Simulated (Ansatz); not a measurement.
Born–Oppenheimer molecular dynamics of CH8AlN (11 atoms, charge 0, multiplicity 1). It starts at the highest image of a converged band, a first-order saddle point between two minima.

All numbers below come from RKS PBE0-D4/6-31G* in Ansatz.

| Item | Value |
| --- | --- |
| ensemble | NVE (velocity Verlet) |
| time step | 0.5 fs |
| steps asked | 200 |
| starting velocities drawn for | 300 K |
| seed | 7325 |

First frame:

```xyz
11
Properties=species:S:1:pos:R:3
Al -0.013 -0.424 0.143
C -0.117 0.001 2.277
H -1.043 -0.008 2.862
H 0.739 -0.114 2.950
H -0.040 1.035 1.890
H 1.461 -0.047 -0.335
H -1.342 0.156 -0.519
N -0.186 -2.241 0.751
H -1.050 -2.759 0.631
H 0.602 -2.880 0.741
H -0.181 -1.306 1.730
```

Q: How far do the bonds stretch over the last three quarters of this one trajectory? (Pairs bonded in most of those frames.)

A: 
```json
{"bond": "Al1–C2", "mean (Å)": "1.982", "spread (Å)": "0.085", "shortest": "1.85", "longest": "2.11"}
{"bond": "Al1–H6", "mean (Å)": "1.622", "spread (Å)": "0.043", "shortest": "1.55", "longest": "1.69"}
{"bond": "Al1–H7", "mean (Å)": "1.621", "spread (Å)": "0.028", "shortest": "1.58", "longest": "1.68"}
{"bond": "Al1–N8", "mean (Å)": "2.312", "spread (Å)": "0.136", "shortest": "2.02", "longest": "2.48"}
{"bond": "C2–H3", "mean (Å)": "1.100", "spread (Å)": "0.009", "shortest": "1.08", "longest": "1.12"}
{"bond": "C2–H4", "mean (Å)": "1.099", "spread (Å)": "0.011", "shortest": "1.08", "longest": "1.12"}
{"bond": "C2–H5", "mean (Å)": "1.101", "spread (Å)": "0.025", "shortest": "1.05", "longest": "1.14"}
{"bond": "N8–H9", "mean (Å)": "1.025", "spread (Å)": "0.034", "shortest": "0.96", "longest": "1.11"}
{"bond": "N8–H10", "mean (Å)": "1.021", "spread (Å)": "0.025", "shortest": "0.97", "longest": "1.08"}
{"bond": "N8–H11", "mean (Å)": "1.044", "spread (Å)": "0.085", "shortest": "0.91", "longest": "1.18"}
```

Mean temperature of the second half: 775 K. The conserved energy stayed within 0.68 meV per atom of its start (net change -0.13 meV per atom), so the integration is sound. The kinetic energy rose, since the run started high on the potential surface and went downhill. A run of 0.1 ps of so small a system gives no equilibrium averages. The orbitals stay closed-shell, which can raise the energy where a bond breaks towards radicals; this wasn't checked here.

Time of the run: 8.1 min on 1 thread of Arm Neoverse V1, on a shared host, peak memory 0.12 GiB.
